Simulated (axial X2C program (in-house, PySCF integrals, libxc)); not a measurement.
## Spectroscopic constants of AlP⁺

All values were computed with an in-house relativistic program for diatomic molecules. Spin-free means the one-electron spin-free X2C Hamiltonian; two-component (2c) means X2C with spin–orbit coupling and atomic mean-field two-electron Coulomb and Gaunt terms, so the difference of the two also holds small scalar two-electron terms. Basis: P dyall-v3z [8s7p2d1f], Al dyall-v3z [8s8p2d1f] (cores contracted in-house); Gaussian nuclei, density fitting, unrestricted open shells. Masses: P 30.974 u, Al 26.982 u.

State, spin-free: M_S = 3/2, Λ = 0 (beyond evenly filled blocks: σα, π+α, π-α); electrons by block: σα: 9, σβ: 8, π+α: 3, π+β: 2, π-α: 3, π-β: 2. Fragments: P + Al+.

State, 2c: Ω = 3/2 (⟨Sz⟩ = 1.50, ⟨Lz⟩ = 0.00 at PBE0); electrons by block: 1/2: 11, -1/2: 11, 3/2: 3, -3/2: 2. Fragments: P + Al+.

| Hamiltonian | level | Re (Å) | ωe (cm⁻¹) | ωexe (cm⁻¹) | Be (cm⁻¹) | αe (cm⁻¹) | De (eV) | μ (D) |
| --- | --- | --- | --- | --- | --- | --- | --- | --- |
| 2c | PBE0 | 2.477 | 258.7 | 4.09 | 0.1905 | 0.00315 | 0.806 | 3.05 |
| 2c | HF | 2.927 | 105.6 | 1.49 | 0.1364 | 0.0026 | 0.219 | 4.24 |
| 2c | MP2 | 2.613 | 161.7 | 2.61 | 0.1712 | 0.00423 | 0.426 | n/a |
| 2c | CCSD | 2.638 | 166.7 | n/a | 0.168 | 0.00385 | 0.416 | n/a |
| 2c | CCSD(T) | 2.582 | 192.0 | 3.75 | 0.1754 | 0.00391 | 0.487 | n/a |
| 2c | BHandHLYP | 2.543 | 207.0 | 3.75 | 0.1808 | 0.00373 | 0.566 | 3.18 |

Spin-free values that have a 2c row agree with it to the digits that matter (0.001 Å, 0.01 eV) and are not repeated.

Correlated methods: 7 electrons correlated (number of frozen shells: P 2 s, 1 p; Al 2 s, 1 p), 141 virtual spin orbitals or spinors in MP2, 90 natural virtuals in coupled cluster.

Dipoles are positive if Al is the positive end and refer to the centre of mass.

The state is a single determinant with fixed occupations, the lowest that a limited PBE0 search found. De is counted from the lowest determinant-based energies of the atoms at the same level, without counterpoise correction. Density functionals use the spin component along the axis (collinear). CCSD and (T) use frozen natural virtuals with an MP2 correction for the truncation; (T) itself is uncorrected, so its De runs slightly low. PBE0 can misorder states that lie within some tenths of an eV, so this need not be the ground state of the molecule. The nearest other 2c determinant of the search, Ω = 1/2, lies 0.34 eV up at the distance of the search. With several unpaired electrons one determinant need not be a pure state. This is the top spin component of a Σ state; components of lower Ω are not single determinants and can lie lower.

Rough cost a point (2c) on 1 thread(s) of a shared host, integrals apart: PBE0 0.26 s, HF 0.14 s, CCSD(T) 4 s, BHandHLYP 0.25 s.

The whole task took 85 s on 1 thread of Intel(R) Xeon(R) Processor @ 2.30GHz (shared host).
